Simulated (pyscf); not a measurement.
This saddle point was located with ωB97X-D3(BJ)/def2-SVP in PySCF.

```xyz
9

F     -0.4101    -0.6655     0.2595
N     -2.3696    -0.3027     0.4589
F     -2.4292    -1.2905     1.3236
F     -2.6932    -0.8526    -0.6823
Si     0.2483     0.6966    -0.6622
H     -1.2059     1.2697    -0.4024
H      1.4839    -0.2135    -0.5898
H      0.0666     0.6707    -2.1544
H      0.8973     1.9172    -0.0685
```
Charge 0, spin multiplicity 1.

Surface: singlet, charge 0. Lowest wavenumbers (cm⁻¹): 568i, 54, 137, 237, 270.

Problem. What reaction is this the transition state of?

Solution. F–N(F)–F + SiH₄ ⇌ F–SiH₃ + F–NH–F, a four-centre exchange read from left to right: F–N, H–Si broken and F–Si, H–N formed. At ωB97M-D3(BJ)/def2-TZVP it lies +2.64 eV from the left side (each side as separated species at their lowest minima found). One saddle was located; it need not be the lowest between these sides. A restricted solution here is unstable towards spin polarisation, so biradical character is likely and single-reference numbers are less safe.
